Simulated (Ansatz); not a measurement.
A nudged elastic band was laid between two geometries of H₂LiOSi (5 atoms, charge 1, multiplicity 1).

The calculation used Ansatz 0.2.0, RKS PBE0-D4/def2-SVP.

```yaml
movable_images: 5
climbing_image: yes
spring: 5.0 eV/Å²
optimiser: quadratic models (default)
start_path: through a guess of the saddle point
force_threshold: 0.05 eV/Å
iteration_limit: 60
end_points: relaxed
```

First end point:

```xyz
5
Properties=species:S:1:pos:R:3
Li -1.982 -0.287 1.691
O -0.672 -0.097 0.573
Si 0.502 0.073 -0.428
H 0.825 -0.989 -1.407
H 1.328 1.300 -0.429
```

Last end point:

```xyz
5
Properties=species:S:1:pos:R:3
Li -1.218 -0.483 0.844
O 0.119 0.635 0.290
Si 0.851 -0.283 -0.983
H -0.233 -1.377 -0.653
H 0.482 1.509 0.502
```

(1) What changes between the two ends?

(2) Give the energies along the band, and the barrier.

(3) What is the geometry of the highest image?

## Answers

(1) Bonds broken: Si3–H5. Bonds formed: O2–H5.

(2) It converged. The highest image is number 2 of 0 to 6, 271.3 kJ/mol above the first end and 216.3 kJ/mol above the last; the last end lies 54.9 kJ/mol above the first. Neighbouring images differ by up to 2.1 eV, so the band resolves the path poorly. A vibrational analysis at the climbing image gives one clearly imaginary mode, 1614i cm⁻¹: a first-order saddle point. The orbitals stay closed-shell, which can raise the energy where a bond breaks towards radicals; this wasn't checked here. Limits of this set-up: the dipole of an ion depends on the origin.

| image | path coordinate (Å) | energy (kJ/mol) | Si3–H5 (Å) | O2–H5 (Å) |
| --- | --- | --- | --- | --- |
| 0 | 0.00 | 0.0 | 1.48 | 2.64 |
| 1 | 0.70 | 72.3 | 1.47 | 2.17 |
| 2 | 1.40 | 271.3 | 1.56 | 1.42 |
| 3 | 1.94 | 113.1 | 1.94 | 0.99 |
| 4 | 2.48 | 71.3 | 2.23 | 0.97 |
| 5 | 3.02 | 60.8 | 2.31 | 0.97 |
| 6 | 3.56 | 54.9 | 2.36 | 0.97 |

(3) 
```xyz
5
Properties=species:S:1:pos:R:3
Li -1.712 -0.051 1.581
O -0.378 0.116 0.434
Si 0.786 0.010 -0.732
H 0.774 -1.271 -1.535
H 0.530 1.195 0.253
```

The run took 92 s on 1 thread of AMD EPYC 7R43 64-Core Processor (Zen 3), on a shared host, peak memory 0.13 GiB.
